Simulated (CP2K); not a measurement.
# H3O+ (oxonium): revPBE-D3(BJ)/TZV2P-MOLOPT-PBE-GTH (core potential)

What is the energy change on altering one bond length of H3O+ (oxonium) at revPBE-D3(BJ)/TZV2P-MOLOPT-PBE-GTH (core potential)? 

The calculation is run with CP2K 2026.2.

### 1 The molecule

The species is H3O+ (4 atoms), meant as a singlet with charge +1. SMILES: `[OH3+]`. The shape is that of a PBE0-D4/def2-TZVP optimisation.

Bond lengths: O1–H2 0.978 Å, O1–H3 0.978 Å, O1–H4 0.978 Å. Angles: H2–O1–H3 113.0°, H2–O1–H4 113.0°, H3–O1–H4 113.0°.

### 2 The energy at revPBE-D3(BJ)/TZV2P-MOLOPT-PBE-GTH (core potential)

Contents of molecule.xyz:

```xyz
4

O      0.181970    -0.056700    -0.052760
H      0.219060     0.918440     0.015140
H     -0.408890    -0.368290    -0.767380
H      0.007860    -0.493450     0.805020
```

Contents of molecule.inp:

```
&GLOBAL
    PROJECT_NAME molecule
    RUN_TYPE ENERGY
    PRINT_LEVEL MEDIUM
&END GLOBAL
&FORCE_EVAL
    METHOD Quickstep
    &DFT
        BASIS_SET_FILE_NAME BASIS_MOLOPT_UZH
        POTENTIAL_FILE_NAME POTENTIAL_UZH
        CHARGE 1
        MULTIPLICITY 1
        &QS
            METHOD GPW
            EPS_DEFAULT 1.0E-10
        &END QS
        &MGRID
            CUTOFF 400
            REL_CUTOFF 50
            NGRIDS 4
        &END MGRID
        &POISSON
            PERIODIC NONE
            POISSON_SOLVER MULTIPOLE
        &END POISSON
        # SCF settings
        &SCF
            SCF_GUESS ATOMIC
            EPS_SCF 1.0E-06
            MAX_SCF 100
            ADDED_MOS 10
            &DIAGONALIZATION
                ALGORITHM STANDARD
            &END DIAGONALIZATION
            &MIXING
                METHOD BROYDEN_MIXING
                ALPHA 0.3
                NBUFFER 8
            &END MIXING
        &END SCF
        # exchange and correlation
        &XC
            &XC_FUNCTIONAL
                &PBE
                    PARAMETRIZATION REVPBE
                &END PBE
            &END XC_FUNCTIONAL
            &VDW_POTENTIAL
                POTENTIAL_TYPE PAIR_POTENTIAL
                &PAIR_POTENTIAL
                    TYPE DFTD3(BJ)
                    PARAMETER_FILE_NAME dftd3.dat
                    REFERENCE_FUNCTIONAL revPBE
                    R_CUTOFF 15
                &END PAIR_POTENTIAL
            &END VDW_POTENTIAL
        &END XC
        &PRINT
            &MOMENTS
                PERIODIC F
                REFERENCE COM
                MAX_MOMENT 1
            &END MOMENTS
            &MO ON
                ENERGIES T
                OCCUPATION_NUMBERS T
                NDIGITS 6
                &EACH
                    QS_SCF 0
                &END EACH
                ADD_LAST NUMERIC
            &END MO
            &HIRSHFELD OFF
            &END HIRSHFELD
        &END PRINT
    &END DFT
    # atoms, cell and kinds
    &SUBSYS
        # box in angstrom
        &CELL
            ABC [angstrom] 7.6 8.4 8.6
            PERIODIC NONE
        &END CELL
        &TOPOLOGY
            COORD_FILE_NAME molecule.xyz
            COORD_FILE_FORMAT XYZ
            &CENTER_COORDINATES
            &END CENTER_COORDINATES
        &END TOPOLOGY
        &KIND O
            BASIS_SET TZV2P-MOLOPT-PBE-GTH-q6
            POTENTIAL GTH-PBE-q6
        &END KIND
        &KIND H
            BASIS_SET TZV2P-MOLOPT-PBE-GTH-q1
            POTENTIAL GTH-PBE-q1
        &END KIND
    &END SUBSYS
&END FORCE_EVAL
```

Command:

```sh
OMP_NUM_THREADS=1 cp2k.psmp molecule.inp > molecule.out
```

The program printed:

```text
CP2K| version string:                                       CP2K version 2026.2
[...]
 GLOBAL| Method name                                                        CP2K
[...]
 GLOBAL| Run type                                                         ENERGY
[...]
 DFT| Spin restricted Kohn-Sham (RKS) calculation                            RKS
 DFT| Multiplicity                                                             1
[...]
 DFT| Charge                                                                   1
[...]
 FUNCTIONAL| PBE:
[...]
 QS| Method:                                                                 GPW
[...]
 QS| Density cutoff [a.u.]:                                                200.0
[...]
 QS| Relative density cutoff [a.u.]:                                        25.0
[...]
                             - Atoms:                                          4
[...]
                             - Spherical basis functions:                     71
[...]
 Number of electrons:                                                          8
[...]
     1 NoMix/Diag. 0.30E+00    0.7     0.65267017       -16.7700660629 -1.68E+01
[...]
    19 Broy./Diag. 0.30E+00    0.8     0.00000063       -17.5209019145 -5.34E-07
  *** SCF run converged in    19 steps ***
[...]
  Overlap energy of the core charge distribution:               0.00000004916037
  Self energy of the core charge distribution:                -45.76057670487606
  Core Hamiltonian energy:                                     13.23324841699352
  Hartree energy:                                              19.36316632348839
  Exchange-correlation energy:                                 -4.35475325885200
  Dispersion energy:                                           -0.00198674044448
  Total energy:                                               -17.52090191453026
[...]
                     Mulliken Population Analysis
 #  Atom  Element  Kind  Atomic population                           Net charge
       1     O        1          5.701855                              0.298145
       2     H        2          0.765977                              0.234023
       3     H        2          0.766076                              0.233924
       4     H        2          0.766093                              0.233907
 # Total charge                              8.000000                  1.000000
[...]
  Dipole moment [Debye]
    X= -0.1389576E+01 Y=  0.4335615E+00 Z=  0.4022480E+00  Total=      1.5101990
 ENERGY| Total FORCE_EVAL ( QS ) energy [hartree]            -17.520901914530260
[...]
```

Run time: 16 s. Hardware: 1 thread of Arm Neoverse V1, shared host; peak memory 0.88 GiB.

### 3 The distorted shape at the same level

Contents of molecule.xyz:

```xyz
4

O      0.270577    -0.009973     0.054407
H      0.307667     0.965167     0.122307
H     -0.408890    -0.368290    -0.767380
H      0.096467    -0.446723     0.912187
```

Contents of calc.inp:

```
&GLOBAL
  PROJECT calc
  RUN_TYPE ENERGY
  PRINT_LEVEL MEDIUM
&END

&FORCE_EVAL
  METHOD Quickstep
  &DFT
    BASIS_SET_FILE_NAME BASIS_MOLOPT_UZH
    POTENTIAL_FILE_NAME POTENTIAL_UZH
    CHARGE 1
    &QS
      METHOD GPW
      EPS_DEFAULT 1.0E-10
    &END
    &MGRID
      CUTOFF 400
      REL_CUTOFF 50
      NGRIDS 4
    &END
    &POISSON
      PERIODIC NONE
      POISSON_SOLVER MULTIPOLE
    &END
    # self-consistent field
    &SCF
      SCF_GUESS ATOMIC
      EPS_SCF 1.0E-06
      MAX_SCF 80
      ADDED_MOS 5
      &DIAGONALIZATION
        ALGORITHM STANDARD
      &END
      &MIXING
        METHOD BROYDEN_MIXING
        ALPHA 0.2
        NBUFFER 8
      &END
    &END
    # functional
    &XC
      &XC_FUNCTIONAL
        &PBE
          PARAMETRIZATION REVPBE
        &END
      &END
      &VDW_POTENTIAL
        POTENTIAL_TYPE PAIR_POTENTIAL
        &PAIR_POTENTIAL
          TYPE DFTD3(BJ)
          PARAMETER_FILE_NAME dftd3.dat
          REFERENCE_FUNCTIONAL revPBE
          R_CUTOFF 15
        &END
      &END
    &END
    # extra output
    &PRINT
      &MOMENTS
        PERIODIC F
        REFERENCE COM
        MAX_MOMENT 1
      &END
      &MO ON
        ENERGIES T
        OCCUPATION_NUMBERS T
        NDIGITS 6
        &EACH
          QS_SCF 0
        &END
        ADD_LAST NUMERIC
      &END
      &HIRSHFELD OFF
      &END
    &END
  &END
  &SUBSYS
    # box in angstrom
    &CELL
      ABC 7.7 8.4 8.7
      PERIODIC NONE
    &END
    &TOPOLOGY
      COORD_FILE_NAME molecule.xyz
      COORD_FILE_FORMAT XYZ
      &CENTER_COORDINATES
      &END
    &END
    &KIND O
      BASIS_SET TZV2P-MOLOPT-PBE-GTH-q6
      POTENTIAL GTH-PBE-q6
    &END
    &KIND H
      BASIS_SET TZV2P-MOLOPT-PBE-GTH-q1
      POTENTIAL GTH-PBE-q1
    &END
  &END
&END
```

Command:

```sh
OMP_NUM_THREADS=1 cp2k.psmp -i calc.inp -o calc.out
```

The program printed:

```text
CP2K| version string:                                       CP2K version 2026.2
[...]
 GLOBAL| Method name                                                        CP2K
[...]
 GLOBAL| Run type                                                         ENERGY
[...]
 DFT| Spin restricted Kohn-Sham (RKS) calculation                            RKS
 DFT| Multiplicity                                                             1
[...]
 DFT| Charge                                                                   1
[...]
 FUNCTIONAL| PBE:
[...]
 QS| Method:                                                                 GPW
[...]
 QS| Density cutoff [a.u.]:                                                200.0
[...]
 QS| Relative density cutoff [a.u.]:                                        25.0
[...]
                             - Atoms:                                          4
[...]
                             - Spherical basis functions:                     71
[...]
 Number of electrons:                                                          8
[...]
     1 NoMix/Diag. 0.20E+00    0.7     0.75165367       -16.7689554849 -1.68E+01
[...]
    22 Broy./Diag. 0.20E+00    0.8     0.00000046       -17.5094981307 -6.16E-08
  *** SCF run converged in    22 steps ***
[...]
  Overlap energy of the core charge distribution:               0.00000003282778
  Self energy of the core charge distribution:                -45.76057670487606
  Core Hamiltonian energy:                                     13.06632080455406
  Hartree energy:                                              19.48992887426595
  Exchange-correlation energy:                                 -4.30318091859214
  Dispersion energy:                                           -0.00199021888670
  Total energy:                                               -17.50949813070712
[...]
                     Mulliken Population Analysis
 #  Atom  Element  Kind  Atomic population                           Net charge
       1     O        1          5.849608                              0.150392
       2     H        2          0.766616                              0.233384
       3     H        2          0.617105                              0.382895
       4     H        2          0.766671                              0.233329
 # Total charge                              8.000000                  1.000000
[...]
  Dipole moment [Debye]
    X= -0.1593351E+01 Y=  0.3026238E+00 Z=  0.1136915E+00  Total=      1.6258154
 ENERGY| Total FORCE_EVAL ( QS ) energy [hartree]            -17.509498130707115
[...]
```

It took 18 s on 1 thread of Arm Neoverse V1, shared host; peak memory 0.88 GiB.

### 4 Results

At revPBE-D3(BJ)/TZV2P-MOLOPT-PBE-GTH (core potential):

```
                                                         quantity         value
                                        first shape: total energy  -17.52090 Eh
                                         first shape: HOMO energy     -18.60 eV
                                         first shape: LUMO energy      -8.08 eV
                                       first shape: HOMO–LUMO gap      10.52 eV
                                   first shape: dispersion energy  -5.22 kJ/mol
                                    distorted shape: total energy  -17.50950 Eh
                                     distorted shape: HOMO energy     -18.22 eV
                                     distorted shape: LUMO energy      -8.88 eV
                                   distorted shape: HOMO–LUMO gap       9.34 eV
                               distorted shape: dispersion energy  -5.23 kJ/mol
energy change with the O1–H3 bond stretched from 0.978 to 1.125 Å      0.310 eV
```

**Reading.** With the O1–H3 bond stretched from 0.978 to 1.125 Å the energy rises by 0.31 eV (7.2 kcal/mol). The first shape isn't relaxed at this level, so the change isn't measured from a minimum.
